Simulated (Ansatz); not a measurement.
System: C₂H₂O, charge 0, singlet. C2H2O (SMILES C=C=O).
B3LYP-D3(BJ)/def2-TZVP minimum from Ansatz (a program for electronic structure):
```xyz
5

C      0.0091     0.0017    -1.2056
C     -0.0008    -0.0001     0.1027
H      0.0282     0.9401    -1.7377
H     -0.0018    -0.9351    -1.7406
O     -0.0096    -0.0018     1.2620
```
Charge 0, spin multiplicity 1.

Hartree-Fock and MP2 correlation energies in hartree (Ansatz). UHF or UKS for unpaired electrons; spin-orbit terms are left out. Cores are frozen in correlated methods. No relativity.

```tsv
basis	X	E(HF)	E(corr, MP2)
cc-pVTZ	3	-151.78469	-0.53884
cc-pVQZ	4	-151.79577	-0.57640
cc-pV5Z	5	-151.79834	withheld
```

Task: Fit E(corr) = E∞ + A/X³ to X = 3 and 4, predict X = 5, and compare with the run.

Result: A = (-0.53884 - (-0.57640))/(1/27 - 1/64) = 1.7542; E∞ = -0.57640 - A/64 = -0.60381; at X = 5, E∞ + A/125 = -0.58978. The run gave -0.59132, 1.54 mEh below the prediction. The same form on X = 4 and 5 gives E∞ = -0.60697, 3.17 mEh below the first estimate.
